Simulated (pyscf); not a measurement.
Single points on ωB97X-D3(BJ)/def2-SVP structures (PySCF, gas phase). MP2 and CC: frozen core, UHF for open shells. ΔMP2 is the change of the MP2 total energy from the triple- to the quadruple-zeta basis.

Question: For `[OH][InH][Cl]` → `[Cl][In]` [singlet] + `[OH2]`, a 1,1-elimination (singlet surface; In–O, H–In broken, H–O formed), PBE/def2-TZVP gives ΔE‡ = 34.2 kcal/mol and ΔE = -13.7 kcal/mol (zero: the reactant's lowest minimum found). In which direction and how far do M06-2X/def2-TZVP, ωB97M-D3(BJ)/def2-TZVP, CCSD(T)/def2-TZVPP + ΔMP2(QZVPP) move these?

Answer: M06-2X: ΔE‡ = 44.7 kcal/mol, ΔE = -10.1 kcal/mol; ωB97M-D3(BJ): ΔE‡ = 44.9 kcal/mol, ΔE = -11.5 kcal/mol; CCSD(T): ΔE‡ = 43.8 kcal/mol, ΔE = -12.6 kcal/mol. PBE's barrier lies under all of them, by 9.6 to 10.7 kcal/mol. Its reaction energy lies under all of them, by 1.1 to 3.5 kcal/mol. Low barriers are usual for a GGA, whose delocalisation error favours stretched bonds. On the product side the descent ends in a bound adduct, 11.7 kcal/mol under the separated species and 67.4 kcal/mol under the saddle at ωB97X-D3(BJ)/def2-TZVP. At ωB97X-D3(BJ) the barrier from the zero used here is 47.6 kcal/mol. This is the saddle that the search found; another between the same sides may lie lower. The CCSD(T) − MP2 part came from Ansatz, without density fitting, on the same reference. The frozen core leaves the outer d or s,p core shells of the metals and heavy elements correlated in the MP2 and CC values, and def2-TZVPP describes them poorly, which can shift differences by a few kcal/mol. Elements past Kr carry the def2 core potentials, without spin-orbit coupling.
